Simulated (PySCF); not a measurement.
# O2S: the cost of one run

The runs use PySCF 2.14.0, with density-fitted response routines of our own; the level of theory stands in each step. All values are computed, except where a source is named. Atoms count from 0, in the outputs and in this text.

### Step 1. The molecule as given

3 atoms, charge 0, multiplicity 1; geometry from: GFN2-xTB.

Bonds of the start (Å): O0–S1 1.43, S1–O2 1.43.

### Step 2. Relaxing the molecule at PBE0-D3(BJ)/def2-TZVP

The job: settings as JSON, then the geometry in Å.

```
{"job": {"xc": "PBE0", "basis": "def2-TZVP", "d3": "d3bj", "grid": 2, "kind": "geom"}, "charge": 0, "multiplicity": 1}
O     -1.200850     0.431620    -0.002200
S     -0.016600    -0.377350    -0.002170
O      1.234060     0.324630     0.006540
```

**Question.** How long does this first job take on 2 threads of Arm Neoverse V1, shared host?

About 5.5 s.
